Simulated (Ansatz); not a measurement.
Results of the Gaussian-basis code of Ansatz.

A structure relaxed at PBE0-D4/def2-TZVP, charge 0, multiplicity 1:

| atom | x (Å) | y (Å) | z (Å) |
| --- | --- | --- | --- |
| C1 | 1.053 | -0.337 | -2.064 |
| O2 | 0.798 | -0.387 | -0.688 |
| C3 | -0.566 | -0.232 | -0.389 |
| C4 | -0.756 | -0.306 | 1.108 |
| C5 | -0.026 | 0.800 | 1.829 |
| F6 | -0.282 | 0.723 | 3.189 |
| H7 | 0.523 | -1.136 | -2.600 |
| H8 | 2.126 | -0.467 | -2.206 |
| H9 | 0.751 | 0.628 | -2.495 |
| H10 | -0.929 | 0.734 | -0.777 |
| H11 | -1.155 | -1.019 | -0.883 |
| H12 | -1.824 | -0.237 | 1.333 |
| H13 | -0.403 | -1.274 | 1.474 |
| H14 | -0.363 | 1.784 | 1.484 |
| H15 | 1.053 | 0.724 | 1.685 |

(1) Give its formula and SMILES.

(2) Point group (tolerance 0.08 Å, 0.16 Å for H)?

(3) Summarise the bond lengths by kind.

Answers

(1) C4H9FO, `COCCCF`.

(2) C1.

(3) 2 × C–O 1.400 to 1.405 Å; 9 × C–H 1.090 to 1.103 Å; 2 × C–C 1.509 to 1.511 Å; 1 × C–F 1.385 Å.
